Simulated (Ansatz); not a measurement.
Molecule: C4H3N2 (charge 0, doublet). It need not be the lowest isomer of its formula. 
Coordinates optimised at B3LYP-D3(BJ)/def2-TZVP (Ansatz, an electronic-structure program):
SMILES: [c]1cnccn1
```xyz
9

C      0.9058    -1.0165    -0.0294
C      1.3400     0.3104    -0.0650
N      0.4288     1.2779    -0.0348
C     -0.8580     0.9288     0.0282
C     -1.2596    -0.3985     0.0623
N     -0.3238    -1.3601     0.0309
H      2.3832     0.5905    -0.1160
H     -1.5871     1.7302     0.0521
H     -2.3009    -0.6904     0.1134
```
Charge 0, spin multiplicity 2.

Property: atomisation energy (electronic, to ground-state atoms), in kJ/mol. Cores are frozen in the correlated levels unless marked. UHF or UKS for open shells. No spin-orbit coupling. Non-relativistic. The coupled-cluster limit lacks core correlation, which all-electron functionals hold. CBS marks a two-point X^-3 extrapolation of the correlation energy; Hartree-Fock from the larger set. The bracket is a focal-point correction in the basis named. The program attaches cautions to a run behind SCS-MP2/6-31G: large difference.

```
level                                                     program  atomisation energy (kJ/mol)  minus last row
-------------------------------------------------  --------------  ---------------------------  --------------
HF/cc-pVQZ                                                 Ansatz                       2801.9         -1318.2
SVWN5/def2-TZVPD                                           Ansatz                       4967.7           847.6
PBE-D4/def2-TZVPD                                  Ansatz + dftd4                       4419.7           299.6
BLYP-D3(BJ)/def2-TZVPD                             Ansatz + dftd3                       4255.3           135.2
BLYP-D4/def2-TZVPD                                 Ansatz + dftd4                       4258.6           138.5
revPBE-D3(BJ)/def2-TZVPD                           Ansatz + dftd3                       4262.2           142.1
r2SCAN-D3(BJ)/def2-TZVPD                           Ansatz + dftd3                       4201.7            81.6
PBE0/def2-QZVPP                                            Ansatz                       4241.5           121.4
BHLYP-D3(BJ)/def2-TZVPD                            Ansatz + dftd3                       3984.2          -135.9
r2SCANh/def2-TZVPD                                         Ansatz                       4147.4            27.3
HSE06-D3(BJ)/def2-TZVPD                            Ansatz + dftd3                       4258.7           138.6
B2GP-PLYP-D3(BJ)/def2-TZVPD                        Ansatz + dftd3                       4125.5             5.4
B2GP-PLYP-D4/def2-TZVPD                            Ansatz + dftd4                       4121.5             1.4
B2GP-PLYP/def2-TZVPD                                       Ansatz                       4112.7            -7.4
B2PLYP-D3(BJ)/def2-TZVPD                           Ansatz + dftd3                       4155.6            35.5
SCS-MP2/6-31G                                              Ansatz                       3330.9          -789.2
SCS-MP2/6-31G*                                             Ansatz                       3715.1          -405.0
CCSD(T)/6-31G*                                             Ansatz                       3781.1          -339.0
CCSD(T) with core electrons/cc-pwCVTZ                      Ansatz                       4015.3          -104.8
RI-MP2/CBS(cc-pVTZ,cc-pVQZ)+[CCSD(T)-MP2]/cc-pVQZ          Ansatz                       4118.3            -1.8
CCSD(T)/CBS(cc-pVTZ,cc-pVQZ)                               Ansatz                       4120.1             0.0
```

The UHF reference is spin-contaminated (<S^2> 0.63 over the pure value in the largest basis). The T1 diagnostic of CCSD in the largest basis is 0.052, which is high, so the coupled-cluster rows are less sure than usual.
